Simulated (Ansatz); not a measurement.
Cost and result for the atomization energy of `C=COCCC` (16 atoms, 15 bonds).

| atom | x (Å) | y (Å) | z (Å) |
| --- | --- | --- | --- |
| C1 | -2.3156 | -1.5023 | -0.0745 |
| C2 | -1.5652 | -0.9262 | -1.0097 |
| O3 | -0.5450 | -0.0693 | -0.8439 |
| C4 | -0.2085 | 0.2747 | 0.4868 |
| C5 | 0.9697 | 1.2182 | 0.4559 |
| C6 | 2.2262 | 0.5896 | -0.1211 |
| H7 | -2.1829 | -1.3370 | 0.9857 |
| H8 | -3.1038 | -2.1739 | -0.3847 |
| H9 | -1.7287 | -1.1152 | -2.0657 |
| H10 | 0.0371 | -0.6386 | 1.0460 |
| H11 | -1.0755 | 0.7421 | 0.9704 |
| H12 | 1.1510 | 1.5544 | 1.4820 |
| H13 | 0.6912 | 2.1064 | -0.1197 |
| H14 | 2.5345 | -0.2805 | 0.4655 |
| H15 | 2.0599 | 0.2579 | -1.1472 |
| H16 | 3.0557 | 1.2996 | -0.1256 |

Total charge 0; spin multiplicity 1. Geometry: relaxed with PBE0-D4/def2-TZVP. It is one conformer, not always the lowest. Program: Ansatz. All runs use 2 threads of an AMD EPYC 7R13 on a shared host and a share of an NVIDIA H100 80 GB. Times are those of one run each, without the atoms' runs, and a repeat can differ threefold. Electronic energies, without spin–orbit coupling; frozen cores. CCSD(T)/CBS adds CCSD(T) − MP2 in def2-TZVPP to the MP2 limit, and its time is that of the two runs behind it. T1 = 0.011. B3LYP takes the VWN-RPA correlation (the form of Gaussian; ORCA's B3LYP/G).

CCSD(T)/CBS is a level of theory with its own doubt, some kJ/mol a heavy atom from the limit and from the frozen cores, so smaller differences don't rank the functionals.

| level | functions | wall time |
| --- | --- | --- |
| B3LYP-D4/def2-TZVPP (with forces) | 326 | 6.5 s |
| B2PLYP/def2-TZVPP | 326 | 6.5 s |
| ωB97X-V/def2-TZVPP | 326 | 8.5 s |
| ωB97M-V/def2-TZVPP (with forces) | 326 | 9 s |
| MP2/def2-QZVPP | 642 | 11 s |
| PBE-D4/def2-TZVPP (with forces) | 326 | 13 s |
| CCSD(T)/def2-TZVPP | 326 | 15 s |
| PBE0-D4/def2-TZVPP | 326 | 16 s |
| r2SCAN-D4/def2-TZVPP (with forces) | 326 | 17 s |
| CCSD(T)/CBS(def2) | – | 26 s |

(1) What atomization energy does each give, and how far from CCSD(T)/CBS? (Best estimate.)

## Answers

(1) The calculation gave: 
| level | atomization (kcal/mol) | difference from CCSD(T)/CBS | per bond |
| --- | --- | --- | --- |
| B3LYP-D4/def2-TZVPP (with forces) | 1547.0 | 3.0 | 0.2 |
| B2PLYP/def2-TZVPP | 1531.6 | -12.4 | -0.8 |
| ωB97X-V/def2-TZVPP | 1546.1 | 2.1 | 0.1 |
| ωB97M-V/def2-TZVPP (with forces) | 1549.2 | 5.2 | 0.3 |
| MP2/def2-QZVPP | 1550.4 | 6.4 | 0.4 |
| PBE-D4/def2-TZVPP (with forces) | 1581.3 | 37.3 | 2.5 |
| CCSD(T)/def2-TZVPP | 1509.8 | -34.2 | -2.3 |
| PBE0-D4/def2-TZVPP | 1555.7 | 11.7 | 0.8 |
| r2SCAN-D4/def2-TZVPP (with forces) | 1549.8 | 5.8 | 0.4 |
| CCSD(T)/CBS(def2) | 1544.0 | 0.0 | 0.0 |

The D4 term adds +10.7 kcal/mol with B3LYP and +5.7 kcal/mol with PBE0; it sums over pairs of atoms, weighted by their polarisabilities, and B3LYP, whose exchange is more repulsive, gets the larger term. In def2-TZVPP, CCSD(T) changes the Hartree–Fock value by +364.8 kcal/mol (the triples alone add +21.2 kcal/mol) and MP2 by +385.3 kcal/mol; breaking electron pairs costs correlation energy, which Hartree–Fock lacks. From PBE to PBE0 (25 % exact exchange), in def2-TZVPP and without D4, the atomization energy moves by −24.4 kcal/mol: exact exchange takes away binding that semilocal exchange gives to molecules.
